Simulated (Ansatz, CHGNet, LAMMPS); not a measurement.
**How well does each level of theory give the equilibrium volume per atom of hcp Y?**

Reference value: 32.95 Å³/atom (measured, copied from a table, unchecked, extrapolated to 0 K and zero-point effects removed; as tabulated in Lejaeghere et al. (2013), arXiv:1204.2733).

### Question
What do Lennard-Jones uff-vdw, CHGNet 0.3.0, LDA, PBE, PBE-D4, rVV10, r²SCAN give, and how far is each from the reference?

### Answer

```json
[
 {"level (code)": "Lennard-Jones uff-vdw (LAMMPS)", "value (Å³/atom)": "24.30", "error (%)": "-26"},
 {"level (code)": "CHGNet 0.3.0 (CHGNet)", "value (Å³/atom)": "32.91", "error (%)": "-0.1"},
 {"level (code)": "LDA (Ansatz)", "value (Å³/atom)": "29.93", "error (%)": "-9.2"},
 {"level (code)": "PBE (Ansatz)", "value (Å³/atom)": "32.88", "error (%)": "-0.2"},
 {"level (code)": "PBE-D4 (Ansatz)", "value (Å³/atom)": "32.01", "error (%)": "-2.9"},
 {"level (code)": "rVV10 (Ansatz)", "value (Å³/atom)": "32.67", "error (%)": "-0.8"},
 {"level (code)": "r²SCAN (Ansatz)", "value (Å³/atom)": "33.48", "error (%)": "+1.6"}
]
```

Leaving aside Lennard-Jones uff-vdw, which can be fitted to such values or carry a doubt: Nearest, and too close to rank with a margin of 1.0 % (twice that across the reference) picked here for doubts on the reference and the settings: CHGNet 0.3.0 (-0.1 %), PBE (-0.2 %), rVV10 (-0.8 %), r²SCAN (+1.6 %). LDA (-9.2 %) misses by most. Within 2 %: CHGNet 0.3.0, PBE, rVV10, r²SCAN.

Lennard-Jones uff-vdw: the cell moved over 20 % in volume from its start. Lennard-Jones uff-vdw: this is a force field's van der Waals term alone, without bonds or charges. Cutoffs and k meshes differ between the levels. Ansatz's density-functional and Hartree–Fock values are scalar-relativistic unless marked +SOC, with PAW data made under PBE.

Machine-learned potentials (CHGNet 0.3.0) are trained on DFT data, which may include these solids.

Differences are worked out from the printed values.

Ansatz is an electronic-structure program.
